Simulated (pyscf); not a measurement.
CH₄ + H₃C–SiH₂• → H₃C–SiH₂–CH₃ + H•, a substitution at C (doublet surface; C–H broken, C–Si formed). PySCF, gas phase, ωB97X-D3(BJ)/def2-SVP geometries. Energies in eV from the separated reactants.

GFN2-xTB: tblite. Open shells are spin-unrestricted. 

Task: Quick GFN2-xTB single points give ΔE‡ = 2.08 eV and ΔE = +0.58 eV. What does ωB97M-D3(BJ)/def2-TZVP give, and how far is the quick result from it?

Result: ωB97M-D3(BJ)/def2-TZVP gives ΔE‡ = 2.00 eV and ΔE = +0.73 eV. GFN2-xTB lies 0.07 eV over it in the barrier and 0.15 eV under it in the reaction energy, so on this step it does not hold to within 0.13 eV. ωB97M-D3(BJ)/def2-TZVP has limits of its own. This is the saddle that the search found; another between the same sides may lie lower. The angle at the attacked C is 178°.
